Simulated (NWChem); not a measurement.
## CH2

Program: NWChem. Structure: optimised with B3LYP/def2-SVP, a minimum by its harmonic frequencies.

Input file:

```
start mol
memory heap 200 mb stack 900 mb global 1100 mb
geometry "system" units angstroms nocenter noautoz noautosym
  C      0.000000     0.000000     0.179936
  H      0.862169     0.000000    -0.539807
  H     -0.862169     0.000000    -0.539807
end
set geometry "system"
basis spherical
  * library 6-31g*
end
dft
  xc b3lyp
  semidirect memsize 60000000 filesize 0
  iterations 100
  convergence energy 1e-10 density 1e-9 gradient 1e-8
  tolerances tight
end
task dft energy
rt_tddft
  tmax 150.0
  dt 0.2
  tag "kick"
  print dipole
  field "kick"
    type delta
    polarization z
    max 0.0001
  end
  excite "system" with "kick"
end
task dft rt_tddft
```

Change of the dipole's z component after the kick, in units of 1e-4 a.u.:

| time (a.u.) | Δμ |
|---|---|
| 0.0 | 0.000 |
| 0.4 | 0.168 |
| 0.8 | 0.342 |
| 1.2 | 0.404 |
| 1.6 | 0.381 |
| 2.0 | 0.321 |
| 2.4 | 0.275 |
| 2.8 | 0.286 |
| 3.2 | 0.344 |
| 3.6 | 0.392 |
| 4.0 | 0.392 |
| 4.4 | 0.328 |
| 4.8 | 0.207 |
| 5.2 | 0.070 |
| 5.6 | -0.030 |
| 6.0 | -0.075 |
| 6.4 | -0.071 |
| 6.8 | -0.038 |
| 7.2 | -0.016 |
| 7.6 | -0.039 |
| 8.0 | -0.107 |
| 8.4 | -0.198 |
| 8.8 | -0.280 |
| 9.2 | -0.310 |
| 9.6 | -0.268 |
| 10.0 | -0.175 |
| 10.4 | -0.069 |
| 10.8 | 0.015 |
| 11.2 | 0.041 |
| 11.6 | 0.018 |
| 12.0 | -0.012 |
| 12.4 | -0.018 |
| 12.8 | 0.023 |
| 13.2 | 0.112 |
| 13.6 | 0.206 |
| 14.0 | 0.250 |
| 14.4 | 0.227 |
| 14.8 | 0.138 |
| 15.4 | -0.033 |
| 15.8 | -0.097 |
| 16.2 | -0.082 |
| 16.6 | -0.011 |
| 17.0 | 0.049 |
| 17.4 | 0.052 |
| 17.8 | -0.022 |
| 18.2 | -0.160 |
| 18.6 | -0.296 |
| 19.0 | -0.360 |
| 19.4 | -0.338 |
| 19.8 | -0.253 |
| 20.2 | -0.153 |
| 20.6 | -0.097 |
| 21.0 | -0.110 |
| 21.4 | -0.159 |
| 21.8 | -0.196 |
| 22.2 | -0.186 |
| 22.6 | -0.108 |
| 23.0 | 0.022 |
| 23.4 | 0.154 |
| 23.8 | 0.253 |
| 24.2 | 0.305 |
| 24.6 | 0.307 |
| 25.0 | 0.281 |
| 25.4 | 0.267 |
| 25.8 | 0.283 |
| 26.2 | 0.329 |
| 26.6 | 0.398 |
| 27.0 | 0.446 |
| 27.4 | 0.428 |
| 27.8 | 0.339 |
| 28.2 | 0.189 |
| 28.6 | 0.018 |
| 29.0 | -0.111 |
| 29.4 | -0.167 |
| 29.8 | -0.172 |
